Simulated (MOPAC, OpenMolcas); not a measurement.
**CH4FSi (SMILES [CH2][SiH2]F): the dipole moment, rung by rung**

The species is CH4FSi (7 atoms), meant as a doublet with charge 0. As SMILES, `[CH2][SiH2]F`. Geometry: relaxed at PBE0-D4/def2-TZVP. This is one conformer, not always the lowest.

```jsonl
{"atom": "C", "x (Å)": "-0.8719", "y (Å)": "0.2811", "z (Å)": "-0.6158"}
{"atom": "Si", "x (Å)": "0.5886", "y (Å)": "-0.1573", "z (Å)": "0.3925"}
{"atom": "F", "x (Å)": "0.6526", "y (Å)": "-1.7495", "z (Å)": "0.5505"}
{"atom": "H", "x (Å)": "-1.5360", "y (Å)": "-0.4660", "z (Å)": "-1.0385"}
{"atom": "H", "x (Å)": "-1.1360", "y (Å)": "1.3107", "z (Å)": "-0.8379"}
{"atom": "H", "x (Å)": "0.5099", "y (Å)": "0.4306", "z (Å)": "1.7553"}
{"atom": "H", "x (Å)": "1.8540", "y (Å)": "0.2825", "z (Å)": "-0.2517"}
```

Each level gives the dipole moment (D). The values are calculated.

```tsv
level	kind	program	value (D)	CPU time
PM7	semi-empirical	MOPAC	2.21	under 2 s
UHF/6-311+G**	Hartree–Fock	OpenMolcas	2.05	16 s
USVWN5/6-311+G**	LDA	OpenMolcas	1.82	39 s
UPBE/6-311+G**	GGA	OpenMolcas	1.78	59 s
U-r2SCAN/6-311+G**	meta-GGA	OpenMolcas	1.84	74 s
UB3LYP/6-311+G**	global hybrid	OpenMolcas	1.87	58 s
```

The values span 1.78 to 2.21 D. Magnitudes only. Times are those of the runs behind each value, whatever else they computed, on shared processors of several kinds: orders of magnitude only.
